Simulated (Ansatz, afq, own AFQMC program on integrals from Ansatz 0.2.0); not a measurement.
## NH$_{2}$O, quartet in cc-pVTZ, levels against CCSDT(Q)

```xyz
4

O    -1.0080   -0.0292    0.0000
H    -1.2573    0.8974    0.0000
H     0.1240   -0.0292    0.0000
N     1.2330   -0.0292    0.0000
```

Connectivity, by distances: OH ··· N, 1 bridging H.

Basis cc-pVTZ. Noble-gas cores (and the filled d shells of Ga–Kr and In–Xe) are frozen. AFQMC by an in-house program on the Cholesky factors that Ansatz 0.2.0 writes for its CCSD(T) run. The CISD trial takes its coefficients from CCSD amplitudes. Released means that phaseless walkers are propagated on without the constraint, phases kept. Uncertainties: one standard error, sampling alone.

Determinant: UHF, the one that the program's search chose, which needn't be the lowest solution. The geometry is a point of a scan.

No full CI on the walks' own integrals is used here; CCSDT(Q) serves as the reference and is uncertain by about the last step of the cluster series.

Cautions: lower spins were not checked.

* T1 diagnostic: 0.0181
* weight of the determinant in the CISD state: 0.891
* ⟨S²⟩ of the determinant: 3.790
* size of the correlated space: 13 electrons in 86 orbitals

Reference: CCSDT(Q), correlation energy -11.304 eV. The released energy is read at 0.99 1/Eh, later times being too noisy (meV from the phaseless value at times in 1/Eh: -10 ± 6 at 0.24, -24 ± 6 at 0.51, -11 ± 6 at 0.99, -21 ± 13 at 1.62, -8 ± 12 at 2.40).

| level | E − E(reference) (kcal/mol) | share of correlation (%) |
| --- | --- | --- |
| HF | 260.68 | 0.00 |
| MP2 | 24.19 | 90.72 |
| CCSD | 9.34 | 96.42 |
| CCSD(T) | 0.99 | 99.62 |
| CCSDT | 0.48 | 99.82 |
| ph-AFQMC/CISD | 0.49 ± 0.13 | 99.81 |
| released AFQMC | 0.25 ± 0.14 | 99.90 |

A walk keeps the symmetry of its determinant, which the program's search chose and which needn't be the lowest solution, so a lower state of the same spin and another symmetry isn't excluded. Released energies are given only where the last usable release times agree within the noise; a slower fall can still hide under it.
